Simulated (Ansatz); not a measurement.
A nudged elastic band was laid between two geometries of H₅NOSi (8 atoms, charge 0, multiplicity 1).

Computed with Ansatz 0.2.0, RKS revPBE-D4/def2-SVP.

```yaml
movable_images: 5
climbing_image: yes
spring: 5.0 eV/Å²
optimiser: quadratic models (default)
start_path: through a guess of the saddle point
force_threshold: 0.05 eV/Å
iteration_limit: 60
end_points: relaxed
```

Initial state:

```xyz
8
Properties=species:S:1:pos:R:3
Si 0.357 -0.066 0.024
N 0.755 -0.099 1.718
H 0.069 -0.427 2.402
H 1.348 0.629 2.125
H 1.630 -0.006 -0.760
O -0.502 1.274 -0.555
H -1.412 1.349 -0.216
H -0.424 -1.335 -0.206
```

Final state:

```xyz
8
Properties=species:S:1:pos:R:3
Si 0.048 -0.287 -0.703
N 1.091 -0.074 1.194
H 0.860 -0.758 1.927
H 0.798 0.863 1.513
H 2.114 -0.057 1.084
O -0.602 1.323 -0.557
H -1.433 1.359 -0.050
H -1.055 -1.048 0.122
```

Q: What changes between the two ends?

A: Bonds broken: Si1–H5. Bonds formed: N2–H5.

Q: Give the energies along the band, and the barrier.

A: The forces met the threshold. The highest image is number 3 of 0 to 6, 64.7 kcal/mol above the first end and 31.5 kcal/mol above the last; the last end lies 33.2 kcal/mol above the first. Neighbouring images differ by up to 1.3 eV, so the band resolves the path poorly. A vibrational analysis at the climbing image gives one clearly imaginary mode, 1346i cm⁻¹: a first-order saddle point. The orbitals stay closed-shell, which can raise the energy where a bond breaks towards radicals; this wasn't checked here.

```json
{"image": "0", "path coordinate (Å)": "0.00", "energy (kcal/mol)": "0.0", "Si1–H5 (Å)": "1.50", "N2–H5 (Å)": "2.63"}
{"image": "1", "path coordinate (Å)": "0.56", "energy (kcal/mol)": "5.7", "Si1–H5 (Å)": "1.49", "N2–H5 (Å)": "2.38"}
{"image": "2", "path coordinate (Å)": "1.11", "energy (kcal/mol)": "35.5", "Si1–H5 (Å)": "1.51", "N2–H5 (Å)": "1.91"}
{"image": "3", "path coordinate (Å)": "1.67", "energy (kcal/mol)": "64.7", "Si1–H5 (Å)": "1.66", "N2–H5 (Å)": "1.39"}
{"image": "4", "path coordinate (Å)": "2.41", "energy (kcal/mol)": "37.4", "Si1–H5 (Å)": "2.33", "N2–H5 (Å)": "1.03"}
{"image": "5", "path coordinate (Å)": "3.15", "energy (kcal/mol)": "33.3", "Si1–H5 (Å)": "2.75", "N2–H5 (Å)": "1.03"}
{"image": "6", "path coordinate (Å)": "3.89", "energy (kcal/mol)": "33.2", "Si1–H5 (Å)": "2.74", "N2–H5 (Å)": "1.03"}
```

Q: What is the geometry of the highest image?

A: 
```xyz
8
Properties=species:S:1:pos:R:3
Si 0.296 0.068 -0.337
N 0.880 -0.071 1.498
H 0.487 -0.624 2.281
H 1.387 0.747 1.862
H 1.716 -0.348 0.420
O -0.698 1.431 -0.564
H -1.636 1.278 -0.343
H -0.610 -1.162 -0.286
```

Time of the run: 110 s on 1 thread of Intel(R) Xeon(R) Platinum 8488C (Sapphire Rapids) (shared host), peak memory 0.14 GiB.
